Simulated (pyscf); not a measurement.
Thermochemistry of product channels of HS–Zn–SH (SMILES [SH][Zn][SH]) + H₂O (SMILES O) on the singlet surface, in kcal/mol, from CCSD(T)/def2-TZVPP + ΔMP2(QZVPP) energies (ideal gas, 1 atm, RRHO with modes under 100 cm⁻¹ raised to 100, one conformer, R ln 2 for rigid chiral ones). PySCF, gas phase, ωB97X-D3(BJ)/def2-SVP geometries. MP2 and CC: frozen core, UHF for open shells. ΔMP2 is the change of the MP2 total energy from the triple- to the quadruple-zeta basis.

| products | ΔE | ΔH(298 K) | ΔG(298 K) | ΔG(1200 K) |
|---|---|---|---|---|
| H₂S (SMILES S) + HO–Zn–SH (SMILES [OH][Zn][SH]) | (withheld) | +12.4 | +11.8 | (withheld) |
| HO–SH (SMILES OS) + HS–ZnH (SMILES [SH][ZnH]) | +57.1 | +55.0 | +54.2 | +52.5 |

Q: What belongs in the gaps?

A: 
- H₂S (SMILES S) + HO–Zn–SH (SMILES [OH][Zn][SH]), ΔE: +14.1
- H₂S (SMILES S) + HO–Zn–SH (SMILES [OH][Zn][SH]), ΔG(1200 K): +10.1

These are energies of the channels, which say nothing of barriers. The CCSD(T) − MP2 part came from Ansatz, without density fitting, on the same reference. The frozen core leaves the outer d or s,p core shells of the metals and heavy elements correlated in the MP2 and CC values, and def2-TZVPP describes them poorly, which can shift differences by a few kcal/mol. Elements up to Kr have no core potential and no relativistic terms here.
